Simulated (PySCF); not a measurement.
# Shapes and spin states of CFCl

These are results of PBE0/[C def2-TZVP, F def2-TZVP, Cl def2-TZVP], no relativity, density fitting, PySCF, not measurements.

Relaxations began from a few typed shapes and spin states; open shells are unrestricted. The search is not exhaustive: other isomers or separated fragments can lie lower, and high-lying points may rest on an excited occupation.

Problem. Order these stationary points by electronic energy, lowest first, in kJ/mol from the lowest minimum.
A. singlet C∞v: C–F 1.232 Å; 
B. triplet Cs: C–Cl 1.670 Å, C–F 1.307 Å; Cl–C–F 123.8°
C. singlet Cs: C–Cl 1.738 Å, C–F 1.291 Å; Cl–C–F 106.7°

Solution. C (0.0), B (119.1), A (346.8).

Problem. Which of them are minima?

Solution. By energy in kJ/mol, 0.0: minimum; 119.1: minimum; 346.8: saddle point, 2 imaginary modes.

Counting electrons, carbon keeps 2 of its valence electrons outside its bonds, so the VSEPR class is AX2E1 and the expected shape is bent; with unlike ligands the computed point group is Cs.
